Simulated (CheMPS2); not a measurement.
# DMRG/cc-pVDZ run of BH (SMILES [BH])

What is the vertical singlet–triplet gap of BH at DMRG/cc-pVDZ? 

The calculation is run with CheMPS2 1.8.12.

5 further runs of the same task are left out: 1 that didn't finish, 4 set aside as unsound or not needed.

## Step 1: The molecule

BH: 2 atoms, total charge 0, spin state singlet. SMILES: `[BH]`. The bond length is the measured one.

Bond lengths: B1–H2 1.232 Å.

## Step 2: A single-point energy at DMRG/cc-pVDZ

Input file integrals.py:

```python
from pyscf import ao2mo, cc, dft, gto, mcscf, mp, scf
from pyscf.tools import fcidump

geom = "mol.xyz"
mol = gto.M(
    atom=geom,
    basis="cc-pvdz",
    charge=0,
    verbose=4,
)
print("basis functions: %d" % (mol.nao))
mf = scf.RHF(mol)
mf.conv_tol = 1e-10
mf.max_cycle = 200
mf.kernel()
if not mf.converged:
    mf = mf.newton().run(mf.mo_coeff, mf.mo_occ)
print("E(HF): %.10f" % (mf.e_tot))
# MP2, CCSD and CCSD(T) with the same frozen core
ref = mf
pt = mp.MP2(ref, frozen=1).run()
mycc = cc.CCSD(ref, frozen=1)
mycc.max_cycle = 150
mycc.kernel()
print("MP2 total energy: %.10f" % (pt.e_tot))
if mycc.converged:
    print("E(CCSD): %.10f" % (mycc.e_tot))
    print(f"E(CCSD(T)): {mycc.e_tot + mycc.ccsd_t():.10f}")
    print("T1: %.4f" % (mycc.get_t1_diagnostic()))
# a few density functionals on the same geometry and basis
ks = dft.RKS(mol, xc="camb3lyp").set(conv_tol=1e-9, verbose=3).run()
if ks.converged:
    print("E(CAM-B3LYP): %.8f" % (ks.e_tot))
ks = dft.RKS(mol, xc="tpss").set(conv_tol=1e-9, verbose=3).run()
if ks.converged:
    print("E(TPSS): %.8f" % (ks.e_tot))
ks = dft.RKS(mol, xc="bhandhlyp").set(conv_tol=1e-9, verbose=3).run()
if ks.converged:
    print("E(BHLYP): %.8f" % (ks.e_tot))
ks = dft.RKS(mol, xc="pbe").set(conv_tol=1e-9, verbose=3).run()
if ks.converged:
    print(f"E(PBE): {ks.e_tot:.8f}")
# natural orbitals of MP2 give a compact matrix product state
occ_no, mo = mcscf.addons.make_natural_orbitals(mp.MP2(mf, frozen=1).run())
mf.mo_coeff = mo
# FCIDUMP for the DMRG program
cas = mcscf.CASCI(mf, 18, 4)
h1, ecore = cas.get_h1eff()
fcidump.from_integrals("FCIDUMP", h1, cas.get_h2eff(), 18, 4, nuc=ecore, ms=0)
# FCI check
ci = mcscf.CASCI(mf, 18, (2, 2))
ci.fix_spin_(ss=0)
ci.fcisolver.conv_tol = 1e-10
ci.fcisolver.max_cycle = 200
ci.kernel()
print(f"E(FCI): {ci.e_tot:.10f}")
```

Input file dmrg.input:

```
FCIDUMP = FCIDUMP
GROUP = 0
MULTIPLICITY = 1
NELECTRONS = 4
IRREP = 0
EXCITATION = 0
SWEEP_STATES = 200, 400, 800, 800
SWEEP_ENERGY_CONV = 1e-04, 1e-04, 1e-04, 1e-06
SWEEP_MAX_SWEEPS = 4, 3, 2, 6
SWEEP_NOISE_PREFAC = 0.05, 0.05, 0.005, 0.0
SWEEP_DVDSON_RTOL = 1e-04, 1e-04, 1e-04, 1e-05
NOCC = 0
NACT = 18
NVIR = 0
MOLCAS_FIEDLER = TRUE
PRINT_CORR = FALSE
TMP_FOLDER = .
```

On the command line:

```bash
python integrals.py && chemps2 --file=dmrg.input
```

The log of the run:

```text
$ python integrals.py

[INPUT] verbose = 4
[INPUT] num. atoms = 2
[INPUT] num. electrons = 6
[INPUT] charge = 0
[INPUT] spin (= nelec alpha-beta = 2S) = 0
[INPUT] symmetry False subgroup None
[INPUT] Mole.unit = angstrom
[INPUT] Symbol           X                Y                Z      unit          X                Y                Z       unit  Magmom
[INPUT]  1 B      0.000000000000   0.000000000000   0.000000000000 AA    0.000000000000   0.000000000000   0.000000000000 Bohr   0.0
[INPUT]  2 H      0.000000000000   0.000000000000   1.232400000000 AA    0.000000000000   0.000000000000   2.328898475914 Bohr   0.0

nuclear repulsion = 2.14693772687439
number of shells = 8
number of NR pGTOs = 33
number of NR cGTOs = 19
basis = cc-pvdz
ecp = {}
CPU time:         0.36
basis functions: 19

******** <class 'pyscf.scf.hf.RHF'> ********
method = RHF
initial guess = minao
damping factor = 0
level_shift factor = 0
DIIS = <class 'pyscf.scf.diis.CDIIS'>
diis_start_cycle = 1
diis_space = 8
diis_damp = 0
SCF conv_tol = 1e-10
SCF conv_tol_grad = None
SCF max_cycles = 200
direct_scf = True
direct_scf_tol = 1e-13
chkfile to save SCF result = tmp3tspejtq
max_memory 1800 MB (current use 106 MB)
Set gradient conv threshold to 1e-05
Initial guess from minao.
init E= -24.9076937622413
  HOMO = -0.166581896594658  LUMO = 0.0165894768439482  gap/eV = 4.98435
cycle= 1 E= -25.1095402125801  delta_E= -0.202  |g|= 0.16  |ddm|=  1.2
  HOMO = -0.363580813017747  LUMO = 0.0348909374866325  gap/eV = 10.84297
cycle= 2 E= -25.1241382436254  delta_E= -0.0146  |g|= 0.0388  |ddm|= 0.377
  HOMO = -0.343247841122546  LUMO = 0.0602502991395251  gap/eV = 10.97974
cycle= 3 E= -25.1252236861992  delta_E= -0.00109  |g|= 0.0107  |ddm|= 0.097
  HOMO = -0.345016837092355  LUMO = 0.0587158079108849  gap/eV = 10.98612
cycle= 4 E= -25.1253306481769  delta_E= -0.000107  |g|= 0.00105  |ddm|= 0.0409
  HOMO = -0.344903918205058  LUMO = 0.0587080572501211  gap/eV = 10.98284
cycle= 5 E= -25.1253318238409  delta_E= -1.18e-06  |g|= 8.09e-05  |ddm|= 0.00485
  HOMO = -0.344892214026921  LUMO = 0.05872262257862  gap/eV = 10.98292
cycle= 6 E= -25.1253318291903  delta_E= -5.35e-09  |g|= 1.02e-05  |ddm|= 0.000287
  HOMO = -0.344891556075721  LUMO = 0.0587227919151939  gap/eV = 10.98291
cycle= 7 E= -25.1253318292561  delta_E= -6.58e-11  |g|= 1.07e-06  |ddm|= 6e-05
  HOMO = -0.344891581280906  LUMO = 0.0587227827984831  gap/eV = 10.98291
Extra cycle  E= -25.1253318292568  delta_E= -7.46e-13  |g|= 3.33e-07  |ddm|= 6.1e-06
converged SCF energy = -25.1253318292568
E(HF): -25.1253318293

******** <class 'pyscf.mp.mp2.RMP2'> ********
nocc = 2, nmo = 18
frozen orbitals 1
max_memory 1800 MB (current use 120 MB)
E(RMP2) = -25.1858637082056  E_corr = -0.0605318789487217
E(SCS-RMP2) = -25.1946935225702  E_corr = -0.0693616933134125
E_corr(same-spin) = -0.00378064779813872
E_corr(oppo-spin) = -0.056751231150583

******** <class 'pyscf.cc.ccsd.CCSD'> ********
CC2 = 0
CCSD nocc = 2, nmo = 18
frozen orbitals 1
max_cycle = 150
direct = 0
conv_tol = 1e-07
conv_tol_normt = 1e-05
diis_space = 6
diis_start_cycle = 0
diis_start_energy_diff = 1e+09
max_memory 1800 MB (current use 121 MB)
Init t2, MP2 energy = -25.185863709017  E_corr(MP2) -0.060531879760144
Init E_corr(CCSD) = -0.0605318797601968
cycle = 1  E_corr(CCSD) = -0.0770504563304028  dE = -0.0165185766  norm(t1,t2) = 0.0549981
cycle = 2  E_corr(CCSD) = -0.0826991953257671  dE = -0.005648739  norm(t1,t2) = 0.0293808
cycle = 3  E_corr(CCSD) = -0.0882954316784419  dE = -0.00559623635  norm(t1,t2) = 0.0178534
cycle = 4  E_corr(CCSD) = -0.0879356405679884  dE = 0.00035979111  norm(t1,t2) = 0.00370215
cycle = 5  E_corr(CCSD) = -0.0880046977256816  dE = -6.90571577e-05  norm(t1,t2) = 0.0010238
cycle = 6  E_corr(CCSD) = -0.0879474638508136  dE = 5.72338749e-05  norm(t1,t2) = 0.000281199
cycle = 7  E_corr(CCSD) = -0.0879588591882176  dE = -1.13953374e-05  norm(t1,t2) = 8.46457e-05
cycle = 8  E_corr(CCSD) = -0.0879596972527864  dE = -8.38064569e-07  norm(t1,t2) = 1.3689e-05
cycle = 9  E_corr(CCSD) = -0.0879596477852945  dE = 4.94674919e-08  norm(t1,t2) = 3.72675e-06
CCSD converged
E(CCSD) = -25.21329147704213  E_corr = -0.08795964778529447
MP2 total energy: -25.1858637082
E(CCSD): -25.2132914770
CCSD(T) correction = -0.0013544008746691
E(CCSD(T)): -25.2146458779
T1: 0.0131
radial grids:
    Treutler-Ahlrichs [JCP 102, 346 (1995); DOI:10.1063/1.469408] (M4) radial grids

becke partition: Becke, JCP 88, 2547 (1988); DOI:10.1063/1.454033
pruning grids: <function nwchem_prune at 0xf2952462c180>
grids dens level: 3
symmetrized grids: False
atomic radii adjust function: <function treutler_atomic_radii_adjust at 0xf2952462c680>
tot grids = 23856
converged SCF energy = -25.2645233116441
E(CAM-B3LYP): -25.26452331
radial grids:
    Treutler-Ahlrichs [JCP 102, 346 (1995); DOI:10.1063/1.469408] (M4) radial grids

becke partition: Becke, JCP 88, 2547 (1988); DOI:10.1063/1.454033
pruning grids: <function nwchem_prune at 0xf2952462c180>
grids dens level: 3
symmetrized grids: False
atomic radii adjust function: <function treutler_atomic_radii_adjust at 0xf2952462c680>
tot grids = 23856
converged SCF energy = -25.2970206886455
E(TPSS): -25.29702069
radial grids:
    Treutler-Ahlrichs [JCP 102, 346 (1995); DOI:10.1063/1.469408] (M4) radial grids

becke partition: Becke, JCP 88, 2547 (1988); DOI:10.1063/1.454033
pruning grids: <function nwchem_prune at 0xf2952462c180>
grids dens level: 3
symmetrized grids: False
atomic radii adjust function: <function treutler_atomic_radii_adjust at 0xf2952462c680>
tot grids = 23856
converged SCF energy = -25.277141651356
E(BHLYP): -25.27714165
radial grids:
    Treutler-Ahlrichs [JCP 102, 346 (1995); DOI:10.1063/1.469408] (M4) radial grids

becke partition: Becke, JCP 88, 2547 (1988); DOI:10.1063/1.454033
pruning grids: <function nwchem_prune at 0xf2952462c180>
grids dens level: 3
symmetrized grids: False
atomic radii adjust function: <function treutler_atomic_radii_adjust at 0xf2952462c680>
tot grids = 23856
converged SCF energy = -25.2323147115117
E(PBE): -25.23231471

******** <class 'pyscf.mp.mp2.RMP2'> ********
nocc = 2, nmo = 18
frozen orbitals 1
max_memory 1800 MB (current use 154 MB)
E(RMP2) = -25.1858637082056  E_corr = -0.0605318789487217
E(SCS-RMP2) = -25.1946935225702  E_corr = -0.0693616933134125
E_corr(same-spin) = -0.00378064779813872
E_corr(oppo-spin) = -0.056751231150583

******** <class 'pyscf.mcscf.casci.CASCI'> ********
CAS (2e+2e, 18o), ncore = 1, nvir = 0
natorb = False
canonicalization = True
sorting_mo_energy = False
max_memory 1800 MB (current use 154 MB)
******** <class 'pyscf.fci.addons.SpinPenaltyFCISolver'> ********
max. cycles = 200
conv_tol = 1e-10
davidson only = True
linear dependence = 1e-12
level shift = 0.001
max iter space = 12
max_memory 1800 MB
nroots = 1
pspace_size = 400
spin = None
Density matrix diagonal elements [1.95793625e+00 1.85547309e+00 6.48541828e-02 6.48541828e-02
 2.30790671e-02 8.94762895e-03 6.28004376e-03 6.28004376e-03
 6.57305921e-03 2.13185293e-03 7.74782355e-04 7.74782355e-04
 6.94915181e-04 2.26857848e-04 2.26857809e-04 3.69898043e-04
 3.69898043e-04 1.52602670e-04]
CASCI converged
CASCI E = -25.2151262895525  E(CI) = -4.51800806514256  S^2 = 0.0000000
E(FCI): -25.2151262896

$ chemps2 --file=dmrg.input

Running chemps2 version 1.8.12 () with the following options:

   FCIDUMP            = FCIDUMP
   GROUP              = c1
   MULTIPLICITY       = 1
   NELECTRONS         = 4
   IRREP              = A
   EXCITATION         = 0
   SWEEP_STATES       = [ 200 ; 400 ; 800 ; 800 ]
   SWEEP_ENERGY_CONV  = [ 0.0001 ; 0.0001 ; 0.0001 ; 1e-06 ]
   SWEEP_MAX_SWEEPS   = [ 4 ; 3 ; 2 ; 6 ]
   SWEEP_NOISE_PREFAC = [ 0.05 ; 0.05 ; 0.005 ; 0 ]
   SWEEP_DVDSON_RTOL  = [ 0.0001 ; 0.0001 ; 0.0001 ; 1e-05 ]
   NOCC               = [ 0 ]
   NACT               = [ 18 ]
   NVIR               = [ 0 ]
   MOLCAS_2RDM        =
   MOLCAS_3RDM        =
   MOLCAS_F4RDM       =
   MOLCAS_FOCK        =
   MOLCAS_FIEDLER     = TRUE
   MOLCAS_MPS         = FALSE
   MOLCAS_STATE_AVG   = FALSE
   PRINT_CORR         = FALSE
   TMP_FOLDER         = .

CheMPS2::Hamiltonian : Reading FCIDUMP file FCIDUMP
CheMPS2::Hamiltonian : Finished reading FCIDUMP file FCIDUMP
   EdmistonRuedenberg::FiedlerGlobal : Cost function at start = 400.326924589258
   EdmistonRuedenberg::FiedlerGlobal : Cost function at end   = 230.960209432702
   EdmistonRuedenberg::FiedlerGlobal : Reordering = [ 14, 13, 16, 15, 3, 2, 1, 5, 7, 6, 11, 10, 0, 4, 9, 8, 12, 17 ].

   CheMPS2: a spin-adapted implementation of DMRG for ab initio quantum chemistry

   Stats: nIt(DAVIDSON) = 18
Energy at sites (16, 17) is -21.6621884162481
   Stats: nIt(DAVIDSON) = 24
Energy at sites (15, 16) is -22.6407710087694
   Stats: nIt(DAVIDSON) = 27
Energy at sites (14, 15) is -23.2542725715438
   Stats: nIt(DAVIDSON) = 23
Energy at sites (13, 14) is -23.8639394202584
   Stats: nIt(DAVIDSON) = 23
Energy at sites (12, 13) is -24.7450200883903
   Stats: nIt(DAVIDSON) = 19
Energy at sites (11, 12) is -24.7611035757125
   Stats: nIt(DAVIDSON) = 20
Energy at sites (10, 11) is -24.8389784159506
   Stats: nIt(DAVIDSON) = 16
Energy at sites (9, 10) is -25.1986240940977
   Stats: nIt(DAVIDSON) = 10
Energy at sites (8, 9) is -25.2048034530204
   Stats: nIt(DAVIDSON) = 10
Energy at sites (7, 8) is -25.207905674302
   Stats: nIt(DAVIDSON) = 11
Energy at sites (6, 7) is -25.210974739201
   Stats: nIt(DAVIDSON) = 9
Energy at sites (5, 6) is -25.2111377616871
   Stats: nIt(DAVIDSON) = 5
Energy at sites (4, 5) is -25.2111455178186
   Stats: nIt(DAVIDSON) = 2
Energy at sites (3, 4) is -25.2111456377719
   Stats: nIt(DAVIDSON) = 1
Energy at sites (2, 3) is -25.211145637772
   Stats: nIt(DAVIDSON) = 1
Energy at sites (1, 2) is -25.211145637772
******************************************************************
***  Information on left sweep 0 of instruction 0:
***     Elapsed wall time        = 1.625375 seconds
***     Minimum energy           = -25.211145637772
***     Maximum discarded weight = 0
******************************************************************
   Stats: nIt(DAVIDSON) = 1
Energy at sites (0, 1) is -25.211145637772
   Stats: nIt(DAVIDSON) = 1
Energy at sites (1, 2) is -25.211145637772
   Stats: nIt(DAVIDSON) = 1
Energy at sites (2, 3) is -25.211145637772
   Stats: nIt(DAVIDSON) = 1
Energy at sites (3, 4) is -25.211145637772
   Stats: nIt(DAVIDSON) = 1
Energy at sites (4, 5) is -25.211145637772
   Stats: nIt(DAVIDSON) = 2
Energy at sites (5, 6) is -25.2111456638048
   Stats: nIt(DAVIDSON) = 3
Energy at sites (6, 7) is -25.2111460394566
   Stats: nIt(DAVIDSON) = 5
Energy at sites (7, 8) is -25.2111515069073
   Stats: nIt(DAVIDSON) = 4
Energy at sites (8, 9) is -25.2111559923713
   Stats: nIt(DAVIDSON) = 5
Energy at sites (9, 10) is -25.2111583086079
   Stats: nIt(DAVIDSON) = 7
Energy at sites (10, 11) is -25.2114746823948
   Stats: nIt(DAVIDSON) = 11
Energy at sites (11, 12) is -25.2150734903836
   Stats: nIt(DAVIDSON) = 5
Energy at sites (12, 13) is -25.2151174927701
   Stats: nIt(DAVIDSON) = 4
Energy at sites (13, 14) is -25.2151210175788
   Stats: nIt(DAVIDSON) = 2
Energy at sites (14, 15) is -25.2151210633486
   Stats: nIt(DAVIDSON) = 1
Energy at sites (15, 16) is -25.2151210633486
******************************************************************
***  Information on right sweep 0 of instruction 0:
***     Elapsed wall time        = 0.617364 seconds
***     Minimum energy           = -25.2151210633486
***     Maximum discarded weight = 0
***     Energy difference with respect to previous leftright sweep = 25.2151210633486
******************************************************************
[... 16 site updates ...]
******************************************************************
***  Information on left sweep 1 of instruction 0:
***     Elapsed wall time        = 0.471415 seconds
***     Minimum energy           = -25.2151262638897
***     Maximum discarded weight = 0
******************************************************************
[... 16 site updates ...]
******************************************************************
***  Information on right sweep 1 of instruction 0:
***     Elapsed wall time        = 0.299593 seconds
***     Minimum energy           = -25.2151262836192
***     Maximum discarded weight = 0
***     Energy difference with respect to previous leftright sweep = 5.22027054827845e-06
******************************************************************
***  Information on completed instruction 0:
***     The reduced virtual dimension DSU(2)               = 200
***     The total number of reduced MPS variables          = 23216
***     Minimum energy encountered during all instructions = -25.2151262836192
***     Minimum energy encountered during the last sweep   = -25.2151262836192
***     Maximum discarded weight during the last sweep     = 0
******************************************************************
[... 16 site updates ...]
******************************************************************
***  Information on left sweep 0 of instruction 1:
***     Elapsed wall time        = 0.252937 seconds
***     Minimum energy           = -25.2151262836192
***     Maximum discarded weight = 0
******************************************************************
[... 16 site updates ...]
******************************************************************
***  Information on right sweep 0 of instruction 1:
***     Elapsed wall time        = 0.257644 seconds
***     Minimum energy           = -25.2151262836192
***     Maximum discarded weight = 0
***     Energy difference with respect to previous leftright sweep = 7.105427357601e-15
******************************************************************
***  Information on completed instruction 1:
***     The reduced virtual dimension DSU(2)               = 400
***     The total number of reduced MPS variables          = 23216
***     Minimum energy encountered during all instructions = -25.2151262836192
***     Minimum energy encountered during the last sweep   = -25.2151262836192
***     Maximum discarded weight during the last sweep     = 0
******************************************************************
[... 16 site updates ...]
******************************************************************
***  Information on left sweep 0 of instruction 2:
***     Elapsed wall time        = 0.253676 seconds
***     Minimum energy           = -25.2151262836192
***     Maximum discarded weight = 0
******************************************************************
[... 16 site updates ...]
******************************************************************
***  Information on right sweep 0 of instruction 2:
***     Elapsed wall time        = 0.257759 seconds
***     Minimum energy           = -25.2151262836192
***     Maximum discarded weight = 0
***     Energy difference with respect to previous leftright sweep = 7.105427357601e-15
******************************************************************
***  Information on completed instruction 2:
***     The reduced virtual dimension DSU(2)               = 800
***     The total number of reduced MPS variables          = 23216
***     Minimum energy encountered during all instructions = -25.2151262836192
***     Minimum energy encountered during the last sweep   = -25.2151262836192
***     Maximum discarded weight during the last sweep     = 0
******************************************************************
[... 16 site updates ...]
******************************************************************
***  Information on left sweep 0 of instruction 3:
***     Elapsed wall time        = 0.409296 seconds
***     Minimum energy           = -25.2151262895233
***     Maximum discarded weight = 0
******************************************************************
[... 16 site updates ...]
******************************************************************
***  Information on right sweep 0 of instruction 3:
***     Elapsed wall time        = 0.258756 seconds
***     Minimum energy           = -25.2151262895233
***     Maximum discarded weight = 0
***     Energy difference with respect to previous leftright sweep = 5.9040630162599e-09
******************************************************************
***  Information on completed instruction 3:
***     The reduced virtual dimension DSU(2)               = 800
***     The total number of reduced MPS variables          = 23216
***     Minimum energy encountered during all instructions = -25.2151262895233
***     Minimum energy encountered during the last sweep   = -25.2151262895233
***     Maximum discarded weight during the last sweep     = 0
******************************************************************
```

Run time: 9.3 s. Hardware: 1 thread of Arm Neoverse V2, shared host; peak memory 0.14 GiB.

[end of part 1 of 2]
